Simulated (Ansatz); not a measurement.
A calculation with Ansatz (development build ahead of 0.2.0).

```yaml
crystal:
  periodic: [false, false, false]
  atoms:
    - { symbol: C, position_ang: [0.2631, -0.1401, 0.5257] }
    - { symbol: C, position_ang: [-0.2631, 0.1401, -0.5257] }
    - { symbol: H, position_ang: [0.7311, -0.3892, 1.4608] }
    - { symbol: H, position_ang: [-0.7311, 0.3892, -1.4608] }
basis:
  gaussian: { orbitals: def2-SVP }
magnetization:
  spin_polarized: true
  initial_magnetization: 2
hamiltonian:
  xc: pbe0
output:
  forces: true
```

The input is written out in the form of the current development build from the run's settings.

Results

```yaml
Converged: yes
Total_energy: -76.96257 hartree
Spin_squared_of_the_determinant: 2.007
Stability_test: minimum
```

Forces (eV/Å):
| atom | Fx | Fy | Fz |
| --- | --- | --- | --- |
| C1 | 5.509 | -2.933 | 11.007 |
| C2 | -5.509 | 2.933 | -11.007 |
| H3 | -0.068 | 0.036 | -0.135 |
| H4 | 0.068 | -0.036 | 0.135 |

Caution: another spin multiplicity may lie lower.
